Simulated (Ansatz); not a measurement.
Trigonal Te was calculated with PBEsol+SOC (PAW; Ansatz, a quantum-chemistry and plane-wave program).

Settings: plane-wave cutoff 520 eV, 12×12×6 k mesh (along the axes of the cell as run), Fermi–Dirac smearing 0.01 eV, PAW data made under PBE.

Cell (relaxed at this level):

```cif
data_Te3
_chemical_formula_sum 'Te3'
_space_group_name_H-M_alt 'P 1'
_space_group_IT_number 1
_cell_length_a 4.31508
_cell_length_b 4.31508
_cell_length_c 5.98315
_cell_angle_alpha 90.000
_cell_angle_beta 90.000
_cell_angle_gamma 120.000
loop_
_space_group_symop_operation_xyz
  'x, y, z'
loop_
_atom_site_label
_atom_site_type_symbol
_atom_site_fract_x
_atom_site_fract_y
_atom_site_fract_z
_atom_site_occupancy
Te1 Te 0.00000 0.28438 0.66667 1
Te2 Te 0.71562 0.71562 0.00000 1
Te3 Te 0.28438 0.00000 0.33333 1
```

Q: Estimate the bulk modulus B0 and pressure derivative B′ of the bulk modulus that the calculation returns.

A: 
* **bulk modulus B0**: 32.0 GPa
* **pressure derivative B′ of the bulk modulus**: 7.8

The run finds no gap.

Measured, for comparison: bulk modulus 19 GPa (temperature not stated, no zero-point or thermal correction; as tabulated in Yi et al. (2018), arXiv:1712.00894). Computed (rounded) less measured: bulk modulus +68 % (against room or unstated temperature, where such soft solids are markedly softer).

Note: the cell comes from a level without a dispersion term, which matters for the spacing of layers, chains or molecules; the gap of the solid is closed in this run; this level leaves the solid without a gap, although one is measured; the bulk modulus comes from volumes at which shape and atoms were relaxed.
